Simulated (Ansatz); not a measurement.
C4H8S (`C[C@H]1C[C@@H]1S`) at its PBE0-D4/def2-TZVP geometry, where that method's forces vanish. Total charge 0; spin multiplicity 1.

```xyz
13

C    -1.1648    1.1703    0.1199
C     0.0080    0.3800   -0.3836
C     1.2214    0.1938    0.4699
C     0.3036   -0.9658    0.2078
S     0.9471   -2.2918   -0.7854
H    -1.3046    1.0218    1.1939
H    -1.0190    2.2405   -0.0492
H    -2.0898    0.8740   -0.3819
H     0.2019    0.4573   -1.4484
H     1.2153    0.6126    1.4694
H     2.1905    0.1831   -0.0131
H    -0.3205   -1.2805    1.0372
H    -0.1891   -2.5952   -1.4365
```

What forces (eV/Å) does ωB97M-V/def2-TZVPP give on these atoms in Ansatz 0.2.0? (Best estimate.)

The calculation gave: 
```
C1  -0.182  0.138  0.075
C2   0.038 -0.006 -0.250
C3   0.230  0.117  0.136
C4  -0.173 -0.120  0.164
S5  -0.029 -0.107 -0.137
H6   0.018  0.003 -0.069
H7  -0.012 -0.085  0.016
H8   0.073  0.020  0.042
H9  -0.016 -0.009  0.080
H10 -0.009 -0.022 -0.079
H11 -0.075 -0.009  0.035
H12  0.050  0.048 -0.067
H13  0.087  0.032  0.054
```
